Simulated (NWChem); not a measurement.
**fluoromethane (CH3F)**

SMILES: CF
```xyz
5

C      0.6088    -0.1106     0.0000
F     -0.7327     0.1332     0.0000
H      0.8879    -0.6879     0.8972
H      0.8879    -0.6879    -0.8972
H      1.1658     0.8411     0.0000
```
Charge 0, spin multiplicity 1.

All runs are NWChem calculations. The geometry was optimised at PBE0/def2-SVP, a minimum by its harmonic frequencies.

The correlated methods keep 2 core orbitals frozen. The Pople sets run with spherical d functions.

Worked example. A B2PLYP run in 6-311G** ends its self-consistent part (53 % exact exchange, 47 % B88, 73 % LYP) at -139.54573 Ha, and second-order perturbation theory on those orbitals gives -0.43109 Ha unscaled.

The perturbative term enters with the weight 0.27: -139.54573 + 0.27·(-0.43109) = -139.66212 Ha is the total energy.
